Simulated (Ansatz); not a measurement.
**One shape, several levels: S2F2 (Thio-thionyl fluoride)**

Aim: a comparison of 6 runs (UHF/STO-3G, SVWN5/STO-3G, UB3LYP/STO-3G, r2SCAN0/STO-3G, wB97X/STO-3G, MP2/STO-3G) of S2F2 (Thio-thionyl fluoride). 

The calculation is run with Ansatz 0.2.0.

55 further runs of the same task are left out: 15 that didn't finish, 40 set aside as unsound or not needed.

### 1 Starting point

S2F2 has 4 atoms, charge 0, and is taken as a singlet. As SMILES, `FS(F)=S`. The S4–S2 distance was set to 3.717 Å, away from the relaxed value. At this shape a bond of the SMILES string is far longer than usual.

Bond lengths: F1–S2 1.606 Å, S2–F3 1.606 Å. Angles: F1–S2–F3 92.0°.

### 2 The energy at UHF/STO-3G (run 1)

run.yaml reads:

```yaml
crystal:
  periodic: [false, false, false]
  atoms:
    - {symbol: F, position_ang: [0.821551, -0.889004, 2.593386]}
    - {symbol: S, position_ang: [-0.394269, -1.315864, 1.635066]}
    - {symbol: F, position_ang: [0.400081, -2.608234, 1.108146]}
    - {symbol: S, position_ang: [-0.567510, 1.135710, -1.153590]}
basis:
  gaussian:
    orbitals: STO-3G
magnetization:
  spin_polarized: true
hamiltonian:
  xc: hf
accuracy: high
```

The run is started by

```sh
$ ansatz run run.yaml --threads 1 --pin off --max-ram 3480MiB --events-out events.jsonl --progress --plain --runs-dir runs
```

The log of the run:

```text
Warning: RAYON_NUM_THREADS=1 ignored (pool sized by the plan → 1); use --threads N
Functional definition: HF
  name "HF"
  exchange = exact_x
  correlation = 0
480 factors; integrals over basis functions are off by at most 3.8e-8 eV
mean field evaluation 1: about -26688.0942 eV, gradient 2.7e1 eV
mean field evaluation 2: about -26688.1625 eV, gradient 2.7e1 eV
mean field evaluation 4: about -26689.4800 eV, gradient 1.5e1 eV
mean field evaluation 8: about -26723.2262 eV, gradient 1.4e1 eV
mean field evaluation 16: about -26728.9112 eV, gradient 2.0e-2 eV
mean field evaluation 32: about -26728.9111 eV, gradient 2.9e-4 eV
mean field evaluation 64: about -26728.9112 eV, gradient 3.5e-4 eV
mean field evaluation 96: about -26728.9101 eV, gradient 1.9e-3 eV
mean field evaluation 128: about -26728.9101 eV, gradient 1.2e-3 eV
mean field evaluation 160: about -26728.8945 eV, gradient 2.8e-2 eV
mean field evaluation 192: about -26728.9033 eV, gradient 1.6e-2 eV
mean field evaluation 224: about -26728.8986 eV, gradient 7.9e-1 eV
mean field evaluation 256: about -26723.2001 eV, gradient 3.2e0 eV
mean field evaluation 288: about -26721.4495 eV, gradient 3.2e0 eV
mean field evaluation 320: about -26727.1619 eV, gradient 1.4e-3 eV
mean field -26728.91133670 eV, -982.2693741170 hartree, gradient 3.1e-8 eV, S^2 0.999975; 3 other end points of the search recorded, 0 dependent functions left out
reference -26728.91133670 eV, -982.2693741170 hartree; 25, 25 occupied and 3, 3 virtual orbitals, 480 factors
Total energy: -26728.91133670 eV, -982.2693741170 hartree
```

Wall time 3.3 s (1 thread of Arm Neoverse V1, shared host); peak memory 0.1 GiB.

### 3 The energy at SVWN5/STO-3G (run 2)

run.yaml: that of step 2 with these lines changed.

```diff
@@ -10,6 +10,4 @@
     orbitals: STO-3G
-magnetization:
-  spin_polarized: true
 hamiltonian:
-  xc: hf
+  xc: {name: SVWN5}
 accuracy: high
```

The run is started by

```sh
$ ansatz run run.yaml --threads 1 --pin off --max-ram 3480MiB --events-out events.jsonl --progress --plain --runs-dir runs
```

The log of the run:

```text
Warning: RAYON_NUM_THREADS=1 ignored (pool sized by the plan → 1); use --threads N
Functional definition: SVWN5
  name "SVWN5"
  exchange = slater_x
  correlation = vwn5_c
480 factors; integrals over basis functions are off by at most 3.8e-8 eV
mean field evaluation 1: about -26633.1680 eV, gradient 2.7e1 eV
mean field evaluation 2: about -26491.8723 eV, gradient 3.5e1 eV
mean field evaluation 4: about -26493.3057 eV, gradient 2.6e1 eV
mean field evaluation 8: about -26665.7103 eV, gradient 1.5e0 eV
mean field evaluation 16: about -26665.8003 eV, gradient 7.8e-9 eV
mean field evaluation 32: about -26665.7993 eV, gradient 1.5e-1 eV
mean field evaluation 64: about -26665.7965 eV, gradient 1.4e-1 eV
mean field -26665.80034256 eV, -979.9500878604 hartree, gradient 8.7e-9 eV, S^2 0.000000; 6 other end points of the search recorded, 0 dependent functions left out
reference -26665.80034391 eV, -979.9500879102 hartree; 25, 25 occupied and 3, 3 virtual orbitals, 480 factors
Total energy: -26665.80034391 eV, -979.9500879102 hartree
```

Wall time 1.9 s (1 thread of Arm Neoverse V1, shared host); peak memory 0.1 GiB.

Run 3 isn't shown in full; the table further down has it.

### 4 The energy at r2SCAN0/STO-3G (run 4)

input.yaml reads:

```yaml
crystal:
  periodic: [false, false, false]
  atoms:
    - {symbol: F, position_ang: [0.821551, -0.889004, 2.593386]}
    - {symbol: S, position_ang: [-0.394269, -1.315864, 1.635066]}
    - {symbol: F, position_ang: [0.400081, -2.608234, 1.108146]}
    - {symbol: S, position_ang: [-0.567510, 1.135710, -1.153590]}
basis:
  gaussian: {orbitals: STO-3G}
hamiltonian: {xc: {name: r2SCAN0}}
accuracy: high
```

The run is started by

```sh
$ ansatz run input.yaml --threads 1 --pin off --max-ram 3480MiB --events-out events.jsonl --progress --plain --runs-dir runs
```

The log of the run:

```text
Warning: RAYON_NUM_THREADS=1 ignored (pool sized by the plan → 1); use --threads N
Functional definition: r2SCAN0
  name "r2SCAN0"
  parameter a = 0.25
  parameter k0 = 0.174
  parameter k1 = 0.065
  parameter a1 = 4.9479
  exchange = (1 - a)*r2scan_x(k0 = k0, k1 = k1, a1 = a1) + a*exact_x
  correlation = r2scan_c
480 factors; integrals over basis functions are off by at most 3.8e-8 eV
mean field evaluation 1: about -26740.9407 eV, gradient 3.5e1 eV
mean field evaluation 2: about -26604.6387 eV, gradient 3.1e1 eV
mean field evaluation 4: about -26731.2720 eV, gradient 2.9e1 eV
mean field evaluation 8: about -26775.0842 eV, gradient 7.0e0 eV
mean field evaluation 16: about -26775.9035 eV, gradient 2.7e-8 eV
mean field evaluation 32: about -26775.8959 eV, gradient 1.4e-1 eV
mean field -26775.90347782 eV, -983.9963034506 hartree, gradient 2.6e-8 eV, S^2 0.000000; 4 other end points of the search recorded, 0 dependent functions left out
reference -26775.90347801 eV, -983.9963034575 hartree; 25, 25 occupied and 3, 3 virtual orbitals, 480 factors
Total energy: -26775.90347801 eV, -983.9963034575 hartree
```

Wall time 12 s (1 thread of Arm Neoverse V1, shared host); peak memory 0.15 GiB.

Run 5 isn't shown in full; the table further down has it.

### 5 The energy at MP2/STO-3G (run 6)

job.yaml reads:

```yaml
crystal:
  periodic: [false, false, false]
  atoms:
    - {symbol: F, position_ang: [0.821551, -0.889004, 2.593386]}
    - {symbol: S, position_ang: [-0.394269, -1.315864, 1.635066]}
    - {symbol: F, position_ang: [0.400081, -2.608234, 1.108146]}
    - {symbol: S, position_ang: [-0.567510, 1.135710, -1.153590]}
basis:
  gaussian: {orbitals: STO-3G}
total_charge: 0
correlation: {method: mp2, frozen_orbitals: {F: 1, S: 5}}
accuracy: high
```

The run is started by

```sh
$ ansatz run job.yaml --threads 1 --pin off --max-ram 3480MiB --events-out events.jsonl --progress --plain --runs-dir runs
```

The log of the run (excerpt; [...] marks lines left out):

```text
Warning: RAYON_NUM_THREADS=1 ignored (pool sized by the plan → 1); use --threads N
[... 2 set-up lines as earlier in the session ...]
[...]
480 factors; integrals over basis functions are off by at most 3.8e-8 eV
[...]
mean field -26727.16185683 eV, -982.2050819175 hartree, gradient 1.8e-8 eV, S^2 0.000000; 10 other end points of the search recorded, 0 dependent functions left out; unrestricted orbitals would lower it
[...]
unrestricted determinant -26728.91132259 eV, -982.2693735984 hartree, S^2 1.0000
12 core orbitals not correlated: weight in the atoms' cores, before any rotation towards them, 1.000 or more for the frozen orbitals, at most 0.000 for the correlated occupied ones
reference -26727.16185683 eV, -982.2050819175 hartree; 13, 13 occupied and 3, 3 virtual orbitals, 480 factors
second order -1.81431120 eV of doubles, -0.00000000 eV of singles
Total energy: -26728.97616803 eV, -982.2717566245 hartree
```

Wall time 1.4 s (1 thread of Arm Neoverse V1, shared host); peak memory 0.1 GiB.

### 6 The series

```tsv
run	level	frozen core orbitals	energy (Eh)	wall time
1	UHF/STO-3G	–	-982.269374	3.3 s
2	SVWN5/STO-3G	–	-979.950088	1.9 s
3	UB3LYP/STO-3G	–	-984.110131	16 s
4	r2SCAN0/STO-3G	–	-983.996303	12 s
5	wB97X/STO-3G	–	-984.055350	25 s
6	MP2/STO-3G	12	-982.271757	1.4 s
```

### 7 What came out

```
                                           quantity          value
                                run 6: total energy  -982.27176 Eh
run 6: correlation energy (12 core orbitals frozen)      -66.7 mEh
```

What this shows: Totals of different functionals can't be ranked against each other. In run 6 the log says that unrestricted orbitals would lower the reference, so the values rest on an unstable closed-shell determinant (other closed-shell runs at this shape may share the fault). In runs 1, 2, 3, 4, 5, 6 the basis is minimal, so the values are rough. In runs 2, 4, 5, 6 a closed-shell determinant meets a far-stretched bond, which it describes badly. Spin contamination of the reference: run 1 ⟨S²⟩ = 1.00, run 3 ⟨S²⟩ = 1.00. Where it is this large, the reference is a mixture of spin states, and values that rest on it are in doubt. All runs together took 60 s, the longest 25 s.
